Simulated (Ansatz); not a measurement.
Two shapes of singlet C₄H₄O.

Shape 1:

```xyz
9

O     1.1739    0.0000    0.0000
C     0.3628    1.1164    0.0000
C    -0.9497    0.6900    0.0000
C    -0.9497   -0.6900    0.0000
C     0.3628   -1.1164    0.0000
H     0.6996    2.1531    0.0000
H    -1.8315    1.3307    0.0000
H    -1.8315   -1.3307    0.0000
H     0.6996   -2.1531    0.0000
```

Shape 2:

```xyz
9

O     1.1301   -0.0455    0.0065
C     0.3104    1.1123    0.0065
C    -0.9610    0.6995   -0.0474
C    -0.9107   -0.7174   -0.0152
C     0.3998   -1.0699   -0.0038
H     0.8132    2.0251   -0.0110
H    -1.8303    1.3554   -0.0429
H    -1.8520   -1.3729   -0.0382
H     0.9015   -2.0588   -0.0157
```

Basis set: cc-pVDZ (spherical functions). Correlated methods keep 5 orbitals frozen. Charge 0, multiplicity 1.

Computed with Ansatz (development build ahead of 0.2.0); each method stands on the lowest determinant of its kind that the runs found.

Question: Which shape is lower in energy, and by how much in each method?

Answer:

```
 method  E(2) − E(1) (eV)
    RHF             0.018
RHF-MP2             0.247
```

Shape 1 is lower.
